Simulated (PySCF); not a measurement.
Compound: CH6OSi.
SMILES: `C[SiH2]O`

A linear-response calculation (PySCF, def2-SVPD basis, gas phase, vertical, core orbitals frozen in the response) gave these numbers; the functional is withheld.

Orbital energies (eV): HOMO-3 -10.42, HOMO-2 -10.25, HOMO-1 -9.00, HOMO -8.46, LUMO 0.17, LUMO+1 0.80, LUMO+2 1.45.

```csv
state,E (eV),f,"main configurations (H = HOMO, L = LUMO)"
S1,7.17,0.011,H→L (96%)
S2,7.81,0.0062,H-1→L (95%)
S3,8.05,0.055,H→L+1 (95%)
S4,8.51,0.019,H-1→L+1 (95%)
S5,8.73,0.036,"H→L+2 (56%), H→L+3 (25%), H-2→L (16%)"
S6,8.84,0.103,"H→L+2 (40%), H→L+3 (32%), H-2→L (22%)"
```

Triplets (Tamm–Dancoff): T1 6.84 eV, H→L (91%); T2 7.42 eV, H-1→L (85%); T3 7.69 eV, H→L+1 (89%); T4 8.11 eV, H-1→L+1 (74%).

Vertical ionisation energy by ΔSCF with the same functional: 10.69 eV. Mean static polarisability: 44.9 au.

Question: Name the functional.
A. HF
B. PBE0
C. wB97X-D
D. PBE

Answer: B. PBE0 is a global hybrid with 25% exact exchange. In this run −ε(HOMO) = 8.46 eV differs from the ΔSCF value by -2.22 eV, and S1 differs from the orbital gap of 8.63 eV by -1.46 eV. The ratio −ε(HOMO)/IP is 0.79. Small neutral molecules mostly give 0.7 to 0.83 with PBE0, 0.5 to 0.7 with PBE, 0.89 to 0.99 with wB97X-D; Hartree–Fock can't fall below 1, since the ion's relaxation only lowers the ΔSCF value. The other options: PBE, a GGA without exact exchange; HF, time-dependent Hartree–Fock, 100% exact exchange; wB97X-D, range-separated, 22% exact exchange at short range and 100% at long range (ω = 0.2 bohr⁻¹).

Computed with TDDFT PBE0/def2-SVPD, vertical, gas phase, core orbitals frozen in the response (PySCF). Geometry: PBE0-D3(BJ)/def2-SVP, one conformer, isolated molecule.

Time: 23 s. Hardware: one thread of an Arm Neoverse V1, no GPU (shared host).

Shape of the structure used: `[CH3:1][SiH2:2][OH:3]`: H–O3–Si2–C1 67°.
